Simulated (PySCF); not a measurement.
**Basis-set dependence of population analyses: isopropenyl methyl ketone**

Compound: isopropenyl methyl ketone, C5H8O.
Z-matrix (Å and degrees, PBE0-D3(BJ)/def2-SVP geometry), rows numbered from 1:
```
C 
C   1  1.3411
C   2  1.4957  1  123.56
C   2  1.4990  1  121.50  3   179.91
C   4  1.5100  2  119.77  1     0.78
O   4  1.2126  2  119.36  1  -179.68
H   1  1.0920  2  122.11  3   179.95
H   1  1.0937  2  121.15  3    -0.05
H   3  1.0983  2  111.47  1    -0.61
H   3  1.1007  2  110.57  1  -122.20
H   3  1.1007  2  110.47  1   120.90
H   5  1.1009  4  110.65  2    62.85
H   5  1.1001  4  111.52  2   -56.77
H   5  1.0966  4  108.43  2  -177.34
```

PBE0 throughout (PySCF), one geometry, spherical d and f functions. One conformer (not necessarily the lowest) at the PBE0-D3(BJ)/def2-SVP geometry, without solvent, vibrations or thermal averaging. The first 7 of 10 kinds of atom are listed.

Mulliken charges (e):

| basis | functions | C1 | C2 | C3 | C4 | C5 | O6 | H7 |
| --- | --- | --- | --- | --- | --- | --- | --- | --- |
| pcSseg-0 | 70 | -0.328 | -0.279 | -0.582 | +0.367 | -0.669 | -0.468 | +0.225 |
| cc-pVDZ | 124 | +0.021 | -0.265 | +0.003 | +0.058 | -0.065 | -0.213 | +0.040 |
| pcSseg-1 | 142 | -0.048 | -0.471 | -0.149 | +0.230 | -0.272 | -0.356 | +0.120 |
| aug-cc-pVDZ | 210 | +0.884 | +0.606 | +0.075 | +0.255 | +0.281 | -0.686 | -0.621 |
| IGLO-III | 290 | -0.246 | +0.090 | -0.393 | +0.372 | -0.445 | -0.403 | +0.100 |
| cc-pVTZ | 292 | -0.267 | +0.004 | -0.269 | +0.209 | -0.304 | -0.267 | +0.119 |
| pcSseg-2 | 328 | -0.061 | -0.129 | +0.007 | +0.251 | -0.062 | -0.389 | +0.056 |

IAO charges (e):

```csv
basis,functions,C1,C2,C3,C4,C5,O6,H7
pcSseg-0,70,-0.276,-0.032,-0.426,+0.323,-0.482,-0.375,+0.146
cc-pVDZ,124,-0.293,-0.020,-0.418,+0.370,-0.473,-0.406,+0.147
pcSseg-1,142,-0.291,-0.024,-0.416,+0.372,-0.470,-0.417,+0.148
aug-cc-pVDZ,210,-0.302,-0.018,-0.428,+0.379,-0.481,-0.427,+0.152
IGLO-III,290,-0.302,-0.020,-0.431,+0.381,-0.484,-0.428,+0.153
cc-pVTZ,292,-0.301,-0.020,-0.431,+0.381,-0.485,-0.423,+0.152
pcSseg-2,328,-0.300,-0.020,-0.430,+0.381,-0.484,-0.427,+0.152
```

Hirshfeld charges (e):

```csv
basis,functions,C1,C2,C3,C4,C5,O6,H7
pcSseg-0,70,-0.080,+0.001,-0.109,+0.161,-0.113,-0.221,+0.044
cc-pVDZ,124,-0.084,0.000,-0.114,+0.156,-0.119,-0.217,+0.047
pcSseg-1,142,-0.082,0.000,-0.121,+0.161,-0.123,-0.227,+0.049
aug-cc-pVDZ,210,-0.084,-0.005,-0.127,+0.154,-0.130,-0.229,+0.051
IGLO-III,290,-0.084,-0.004,-0.126,+0.154,-0.130,-0.230,+0.051
cc-pVTZ,292,-0.085,-0.001,-0.123,+0.157,-0.126,-0.227,+0.049
pcSseg-2,328,-0.084,-0.002,-0.127,+0.156,-0.130,-0.231,+0.051
```

ESP-fitted charges (e):

```
      basis  functions      C1      C2      C3      C4      C5      O6      H7
   pcSseg-0         70  -0.572  +0.138  -0.611  +0.726  -0.723  -0.525  +0.212
    cc-pVDZ        124  -0.494  +0.137  -0.476  +0.562  -0.554  -0.441  +0.178
   pcSseg-1        142  -0.548  +0.141  -0.505  +0.625  -0.594  -0.489  +0.200
aug-cc-pVDZ        210  -0.569  +0.185  -0.526  +0.620  -0.594  -0.499  +0.199
   IGLO-III        290  -0.571  +0.197  -0.536  +0.607  -0.595  -0.494  +0.200
    cc-pVTZ        292  -0.553  +0.190  -0.536  +0.590  -0.592  -0.474  +0.194
   pcSseg-2        328  -0.582  +0.202  -0.550  +0.631  -0.612  -0.506  +0.202
```

Question: Which scheme is steadiest as the basis changes?

Answer: Largest range over the bases for any column: Hirshfeld 0.02 e, IAO 0.06 e, ESP-fitted 0.17 e, Mulliken 1.21 e. Hirshfeld charges move least and Mulliken charges most, counted in e.

Question: How much do the charges still move between the two largest bases, cc-pVTZ and pcSseg-2?

Answer: At most, over all atoms: Mulliken 0.276 e, IAO 0.004 e, Hirshfeld 0.004 e, ESP-fitted 0.041 e.

Question: What do the same runs give for the total energy, the frontier levels and the dipole moment?

Answer: 
```tsv
basis	energy (Eh)	HOMO (eV)	LUMO (eV)	μ (D)
pcSseg-0	-269.6105	-7.30	-1.53	2.94
cc-pVDZ	-270.2492	-7.09	-1.31	2.54
pcSseg-1	-270.2025	-7.33	-1.54	2.81
aug-cc-pVDZ	-270.2657	-7.31	-1.61	2.83
IGLO-III	-270.3398	-7.33	-1.60	2.82
cc-pVTZ	-270.3258	-7.27	-1.50	2.72
pcSseg-2	-270.3336	-7.34	-1.61	2.84
```

The dipole is fixed by the density alone, so its range of 0.40 D shows that the density itself changes with the basis, not only its division among atoms.
